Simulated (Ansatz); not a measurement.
This script drives Ansatz 0.2.0, Python API.

`conformers.py`:
```python
'''Conformer energies of C3H7FO2.'''

import ansatz
from rdkit import Chem
from rdkit.Chem import AllChem


def main() -> None:
    rd = Chem.AddHs(Chem.MolFromSmiles('COCOCF'))
    ids = list(AllChem.EmbedMultipleConfs(rd, numConfs=20, randomSeed=937, pruneRmsThresh=0.4))
    field = [energy for _, energy in AllChem.MMFFOptimizeMoleculeConfs(rd)]
    distinct = {round(e, 2): i for i, e in zip(ids, field)}
    chosen = sorted(distinct.items())[:5]
    found = []
    for force_field, index in chosen:
        system = ansatz.Crystal.molecule()
        for atom, xyz in zip(rd.GetAtoms(), rd.GetConformer(index).GetPositions()):
            system = system.atom(atom.GetSymbol(), xyz.round(5).tolist())
        base = system.calculation().basis(gaussian='6-31G*').functional('r2SCAN')
        found.append(base.run(threads=1).report['free_energy_ev'])
    print('conformer   MMFF (kcal/mol)   this level (eV)')
    for (force_field, index), e in zip(chosen, found):
        print(f'{index:9d} {force_field - chosen[0][0]:17.2f} {(e - min(found)):17.3f}')


if __name__ == '__main__':
    main()
```

It is started by `python conformers.py`. Estimate its wall time and peak memory on 1 thread of Intel(R) Xeon(R) Platinum 8259CL CPU @ 2.50GHz (Skylake/Cascade Lake), with other jobs on the host.

It took about 49 s, with a peak of 0.29 GiB, for 5 runs of the engine.

```console
$ python conformers.py
conformer   MMFF (kcal/mol)   this level (eV)
        6              0.00             0.000
        2              1.03             0.131
       12              1.41             0.138
        8              1.43             0.168
       10              2.35             0.164
```

The conformers keep their force-field geometries.
